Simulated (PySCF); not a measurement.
## B₃: fields on a plane

Level of theory: PySCF, UPBE0, basis B def2-TZVP (no relativity, density fitting).

The doublet minimum has B–B 1.546 Å (×3); B–B–B 60.0° (×3).

The plane holds B1 at (0.00, 0.00), B2 at (1.55, 0.00), B3 at (0.77, 1.34) Å. Columns run from x = -1.95 to 3.75 Å, rows from y = 3.75 (top) to -1.95 Å, in steps of 0.3 Å. Other isomers or separated fragments may lie lower.

Give the spin density (e/Å³) (cut at ±0.5 e/Å³). Lower edges of the bins (e/Å³): '_' -0.111, '.' -0.050, ':' 0.011, '-' 0.072, '=' 0.133, '+' 0.195, '*' 0.256, '#' 0.317, '%' 0.378, '@' 0.439; top 0.50, each point printed twice.


```
........................................
........................................
........................................
..............::::::::::................
............::::::::::::::..............
............::::--==--::::::............
..........::::--++**++--::::............
............::::==**++::::..............
..............____@@____................
............____..++..____..............
......::....____--++--____....::........
....::::::..__..==++++::__..::::::......
....::::--==__++======++__====--::::....
..::::--==##==__......__::##++--::::....
..::::--==**++..________==**==--::::....
....::::------::..__....------::::......
....::::::::::::......::::::::::::......
........::::::..........::::::::........
........................................
........................................
```

Give the electron localisation function (set to 0 where the density is under 0.005 e/Å³). Every second row and column.


```
0.00 0.00 0.00 0.00 0.00 0.00 0.00 0.00 0.00 0.00
0.00 0.00 0.00 0.41 0.67 0.68 0.44 0.00 0.00 0.00
0.00 0.00 0.41 0.77 0.88 0.88 0.79 0.45 0.00 0.00
0.00 0.24 0.67 0.85 0.72 0.68 0.85 0.69 0.28 0.00
0.00 0.51 0.80 0.88 0.11 0.38 0.87 0.81 0.55 0.00
0.26 0.71 0.86 0.85 0.73 0.71 0.85 0.86 0.73 0.31
0.47 0.83 0.80 0.94 0.19 0.36 0.99 0.75 0.84 0.52
0.48 0.86 0.88 0.08 0.70 0.77 0.07 0.87 0.87 0.54
0.00 0.76 0.86 0.85 0.86 0.87 0.85 0.87 0.78 0.00
0.00 0.00 0.60 0.65 0.65 0.65 0.65 0.61 0.00 0.00
```
